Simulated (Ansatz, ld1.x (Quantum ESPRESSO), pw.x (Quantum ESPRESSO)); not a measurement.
# zirconium (Zr): one change to the RRKJ potential, in the atom and in the sc crystal

Zr, norm-conserving RRKJ (Kleinman–Bylander form), made with ld1.x (Quantum ESPRESSO) 7.5 (LDA (PW92), scalar-relativistic). Core [Kr], reference 4d2 5s2 5p0. Waves: 5s (bound): rc 3.25 bohr; 5p (bound, empty): rc 3.35 bohr; 4d (bound): rc 2.05 bohr. Local part: all-electron potential smoothed inside 2.75 bohr (lloc = -1). Core correction: none. rho0 = 0.01.

Change: local potential the s channel.

Cutoffs, loose and tight: the cutoffs (Ry, on a coarse ladder) from which the occupation-weighted sum of valence levels, in a spherical-Bessel basis at the reference potential, stays within 10 and 1 mRy of its value at 400 Ry. They do not see the model core or the augmentation charge, which bear on the density cutoff. Test errors are all-electron minus pseudo excitation energies from the reference, over the configurations 4d2 5s1 5p0; 4d2 5s0 5p0; 4d1 5s0 5p0; 4d1 5s2 5p0; 4d2.5 5s1.5 5p0; 4d3 5s1 5p0; 4d2 5s0 5p2 (two spin-polarised tests are not counted in the largest error); variants that change the core or the reference have their own tests.

Crystal test: sc Zr in pw.x 7.5, no spin, 12³ k-points, Fermi–Dirac smearing 0.01 Ry, cutoffs set for each file from its atomic test. The reference is all-electron LAPW (Ansatz 0.2.0) with the same functional, mesh and smearing; V0 and B0 come from Birch–Murnaghan fits to the pressures at five volumes. Errors are pseudo minus all-electron; Δ is the rms difference of the E(V) curves that follow from these fits, minima aligned, over ±6 % about the mean V0. Mesh and smearing are coarse, so the numbers serve the comparison and aren't converged zero-temperature values; the lattice is a test structure that the element need not adopt.

All-electron: a0 = 2.838 Å (V0 = 22.86 Å³/atom), B0 = 76.9 GPa.

Does the change bring the crystal closer to the all-electron result?

The mean pressure error goes from -7.60 to +0.36 GPa, so the change moves the solid closer to the all-electron pressures.

```tsv
quantity	base	changed
outcome (atom)	generated	generated
cutoff, loose (atom)	25 Ry	25 Ry
cutoff, tight (atom)	30 Ry	30 Ry
bound ghosts (atom)	s	none
largest test error (meV) (atom)	+293 over the solved tests; 1 of 9 tests not solved or not reliable	+272
cutoffs in pw.x (Ry)	40/160	40/160
a0 (Å)	–	2.843
a0 error (%)	–	+0.17
B0 error (%)	–	-5.8
Δ (meV/atom)	–	1.8
mean pressure error (GPa)	-7.60	+0.36
```

A dash: not determined, or the minimum lies outside the volumes sampled.

Base: The largest radius (3.35 bohr) exceeds half the bond length (2.69 bohr), so the spheres overlap, which is one possible source of error among others. This is a poor potential for the solid. Note: ghost state, extra bound levels that the all-electron valence spectrum of the same l lacks: s at -2.09 eV. A true bound ghost makes a file unfit for plane-wave use. Atomic configuration tests: 1 of 9 tests not solved or not reliable. The logarithmic derivative shows an extra or strongly shifted pseudo pole above the reference energy (s near -0.15 Ry). Changed file: The largest radius (3.35 bohr) exceeds half the bond length (2.69 bohr), so the spheres overlap, which is one possible source of error among others. The atomic cutoffs weigh occupied waves only.
